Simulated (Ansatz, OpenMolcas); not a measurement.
From OpenMolcas to Ansatz

This OpenMolcas 26.06 job computes Si2NH7 (SMILES [SiH3]N[SiH3]):

input.xyz:
```
10

Si    -1.042800     0.758390    -0.879990
N      0.119990     0.500410     0.368670
Si     0.995830    -0.935260     0.755390
H     -1.373610    -0.567260    -1.458240
H     -0.532280     1.645360    -1.962590
H     -2.274280     1.393560    -0.336440
H      0.361990     1.317290     0.912940
H      0.403090    -2.042290    -0.034740
H      0.897240    -1.243020     2.208320
H      2.444830    -0.827180     0.426680
```

run.input:
```
* H7NSi2 Hartree-Fock

&GATEWAY
 BasLib=$CurrDir
 Coord=input.xyz
 Basis=STO-3G
 Group=NoSym

&SEWARD

&SCF
 Thresholds=1e-10 1e-07 1e-07 1e-05
 PrOrbitals=1 2

&ALASKA
```

```bash
$ export MOLCAS_MEM=1860
$ pymolcas run.input > run.log
```

(Basis files named in the input come from the Basis Set Exchange and aren't shown.)

The coordinates come from a PBE0-D4/def2-TZVP relaxation.

The shape is far from stationary at this level.

It gives a total energy of -629.044106 Eh.

Task: Write the same calculation for Ansatz 0.2.0 as an input file of the program's own, asking for the energy.

Result: For example:

run.yaml:
```yaml
crystal:
  periodic: [false, false, false]
  atoms:
    - symbol: Si
      position_ang: [-1.042800, 0.758390, -0.879990]
    - symbol: "N"
      position_ang: [0.119990, 0.500410, 0.368670]
    - symbol: Si
      position_ang: [0.995830, -0.935260, 0.755390]
    - symbol: H
      position_ang: [-1.373610, -0.567260, -1.458240]
    - symbol: H
      position_ang: [-0.532280, 1.645360, -1.962590]
    - symbol: H
      position_ang: [-2.274280, 1.393560, -0.336440]
    - symbol: H
      position_ang: [0.361990, 1.317290, 0.912940]
    - symbol: H
      position_ang: [0.403090, -2.042290, -0.034740]
    - symbol: H
      position_ang: [0.897240, -1.243020, 2.208320]
    - symbol: H
      position_ang: [2.444830, -0.827180, 0.426680]
basis:
  gaussian:
    orbitals: STO-3G
hamiltonian:
  xc: hf
accuracy: high
output: {orbitals: {seedname: orbitals}}
```

```bash
$ ansatz run run.yaml --threads 1 --pin off --max-ram 3480MiB --events-out events.jsonl --progress --plain --runs-dir runs
```

Its energy is -629.044106 Eh, 0.000 mEh from the first.
